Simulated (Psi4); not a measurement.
This Psi4 input (MP2/pcseg-0) gives -341.45299 Eh with 17 basis functions.

```
memory 2025 MB

molecule {
-1 1
P     0.00056199    0.07657355    0.08927023
H     1.02683735   -0.58960829   -0.66288796
H    -1.03526727   -0.55899489   -0.67616545
}

set {
  basis pcseg-0
  scf_type df
  freeze_core true
}

energy('mp2')
print_variables()
```

Change:
```diff
- basis pcseg-0
+ basis def2-tzvp
```

Question: What does the run give now?

Answer: -342.03868 Eh (MP2/def2-TZVP, 49 functions), a change of -585.69 mEh.
